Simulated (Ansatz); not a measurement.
# H₂F (doublet): wave-function methods side by side at distance H1–H2 along a hydrogen transfer = 0.928 Å, cc-pVTZ

Aim: climb from Hartree-Fock through coupled cluster and multireference methods for H₂F (doublet) at one geometry and basis, and see what each rung misses.

The runs use Ansatz 0.2.0, Gaussian basis; cc-pVTZ, core rule «outside noble gas», up to 1 orbitals frozen.

The runs, in order: UHF; CCSD(T) on ROHF; CCSD(T) on UHF; BCCD(T) on ROHF; CISD; CCSDT(Q) on ROHF; CCSDT(Q) on UHF; CASSCF and NEVPT2, 3 electrons in 3 orbitals; CASSCF and MRCISD+Q, 9 electrons in 6 orbitals; CASSCF and NEVPT2, 9 electrons in 6 orbitals.

6 further runs of the same task are left out: 6 that didn't finish.

**1. The geometry**

The geometry derives from fragments relaxed apart (PBE0/def2-TZVP) and kept rigid, so it is no stationary point. A hydrogen atom is moved between rigid fragments.

3 atoms, charge 0, spin multiplicity 2.

Atoms are counted from 1 here; the program's logs count them from 0.

Bond lengths: H2–F3 0.973 Å.

**2. UHF**

in.yaml reads:

```yaml
crystal:
  periodic: [false, false, false]
  atoms:
    - {symbol: H, position_ang: [0.000000, 0.000000, -0.943000]}
    - {symbol: H, position_ang: [0.000000, 0.000000, -0.015000]}
    - {symbol: F, position_ang: [0.000000, 0.000000, 0.958000]}
basis:
  gaussian: {orbitals: cc-pVTZ}
magnetization: {spin_polarized: true, initial_magnetization: 1}
hamiltonian: {xc: hf}
output: {orbitals: {seedname: orbitals}}
```

Launch:

```
$ ansatz run in.yaml --threads 1 --pin off --events-out ev --progress --plain --max-ram 2393MiB
```

The runs that follow: CCSD(T) on ROHF; CCSD(T) on UHF; BCCD(T) on ROHF; CISD; CCSDT(Q) on ROHF; CCSDT(Q) on UHF; CASSCF and NEVPT2, 3 electrons in 3 orbitals; CASSCF and MRCISD+Q, 9 electrons in 6 orbitals; CASSCF and NEVPT2, 9 electrons in 6 orbitals.

Before running them: what should the planned runs give, taken together? Wanted: UCCSDT(Q) below the RHF energy; RMP2 from UCCSDT(Q); UMP2 from UCCSDT(Q); RCCSD from UCCSDT(Q); RCCSD(T) from UCCSDT(Q); UCCSD(T) from UCCSDT(Q); RCCSDT(Q) from UCCSDT(Q); NEVPT2 pair from UCCSDT(Q); NEVPT2 valence from UCCSDT(Q).

The runs gave:

| quantity | value |
| --- | --- |
| UCCSDT(Q) below the RHF energy | -8.0926 eV |
| RMP2 from UCCSDT(Q) | +29.1 kJ/mol |
| UMP2 from UCCSDT(Q) | +31.6 kJ/mol |
| RCCSD from UCCSDT(Q) | +20.7 kJ/mol |
| RCCSD(T) from UCCSDT(Q) | +1.0 kJ/mol |
| UCCSD(T) from UCCSDT(Q) | +1.1 kJ/mol |
| RCCSDT(Q) from UCCSDT(Q) | +0.1 kJ/mol |
| NEVPT2 pair from UCCSDT(Q) | +29.8 kJ/mol |
| NEVPT2 valence from UCCSDT(Q) | +84.6 kJ/mol |
| MRCISD+Q valence from UCCSDT(Q) | +9.8 kJ/mol |
| levels within 1 kcal/mol (43 meV) | RCCSD(T), UCCSD(T), BCCD(T), RCCSDT, UCCSDT, RCCSDT(Q) |
| T1 diagnostic | 0.020 |
| effectively unpaired electrons | 1.00 |

**Reading.** RCCSD(T) lands +1.0 kJ/mol from the yardstick (0.1 % of the correlation energy). One determinant dominates. Of the multireference levels listed MRCISD+Q valence comes nearest in total energy (+9.8 kJ/mol), which doesn't show that its space is the better one. These misses are within one basis, not against nature; the frozen cores of restricted and unrestricted runs differ, which can shift their rows.
